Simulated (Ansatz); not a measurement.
## fcc Ag

Calculation: r²SCAN0 (PAW; Ansatz, a program for electronic structure).

Numerical settings: plane-wave cutoff 520 eV, 14×14×14 k mesh, Fermi–Dirac smearing 0.05 eV, no spin polarisation, scalar-relativistic PAW data made under PBE.

Cell: relaxed at this level.

```json
{
 "volume_per_atom": "17.42 Å³/atom",
 "bulk modulus B0": "90.7 GPa",
 "lattice_constant_a": "4.115 Å"
}
```

Measured, for comparison: equilibrium volume per atom 16.76 Å³/atom (static lattice: zero-point anharmonic expansion removed; as tabulated in Mejia-Rodriguez and Trickey (2018), arXiv:1807.09216); bulk modulus 110 GPa (corrected for temperature and zero-point phonon effects, our sources range from 104 to 111; as tabulated in Levämäki et al. (2014), arXiv:1402.3671); lattice constant a 4.062 Å (static lattice: zero-point anharmonic expansion removed, our sources range from 4.056 to 4.063; as tabulated in Mejia-Rodriguez and Trickey (2018), arXiv:1807.09216). Computed (rounded) less measured: equilibrium volume per atom +3.9 %, bulk modulus -18 % (-13 % to -18 % over the range), lattice constant a +1.3 % (+1.3 % to +1.5 % over the range).

The result took roughly 29 core-minutes.
